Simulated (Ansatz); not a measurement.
`N#CC1=CCCC1` + H–F → `FC1=CCCC1` + `C#N` at 298.15 K and 1 bar (substitution at a C–C bond).

Isolated molecules relaxed with PBE0-D4/def2-TZVP in Ansatz; ΔE leaves out vibrations. CCSD(T)/CBS is the MP2 limit (def2-TZVPP, def2-QZVPP) plus CCSD(T) − MP2 in def2-TZVPP, frozen cores. This one scheme is used for every species.

| species | CCSD(T)/CBS energy (Eh) | H − E (kJ/mol) | S (J/(mol·K)) |
| --- | --- | --- | --- |
| `N#CC1=CCCC1` | -287.20297 | 323.9 | 329.7 |
| H–F | -100.39570 | 33.5 | 173.6 |
| `FC1=CCCC1` | -294.24618 | 304.2 | 308.8 |
| `C#N` | -93.32098 | 52.4 | 201.2 |

H − E and S are ideal-gas, rigid-rotor, harmonic terms from PBE0-D4/def2-TZVP, for one conformer and one mirror image of each species. 1 Eh = 2625.50 kJ/mol, R = 8.31446 J/(mol·K).

Problem. By hand: ΔE, ΔH, ΔS and ΔG.

Solution. ΔE = (-294.24618) + (-93.32098) − (-287.20297) − (-100.39570) = 0.03151 Eh = 82.7 kJ/mol. Δ(H − E) = 304.2 + 52.4 − 323.9 − 33.5 = -0.8, so ΔH = 81.9 kJ/mol. ΔS = 308.8 + 201.2 − 329.7 − 173.6 = 6.7 J/(mol·K). ΔG = 81.9 − 298.15 × (6.7)/1000 = 79.9 kJ/mol.

Problem. By hand: the equilibrium constant, and the temperature at which ΔG would vanish if ΔH and ΔS stayed fixed.

Solution. log₁₀ K = −ΔG/(RT ln 10) = -14.0. ΔG = 0 at ΔH/ΔS = 12224 K, far beyond where these terms or the molecules hold.

The number of gas molecules stays the same, so ΔS is small and ΔH decides. A doubt of 5 kJ/mol in ΔE shifts log₁₀ K by 0.9 here. Other conformers and mirror images would add mixing entropy, several J/(mol·K) or more a flexible species. These are equilibria of isolated gas molecules and say nothing of rates. Largest T1 diagnostic: 0.014 (customary marks: 0.02 for closed shells, 0.045 for open ones).
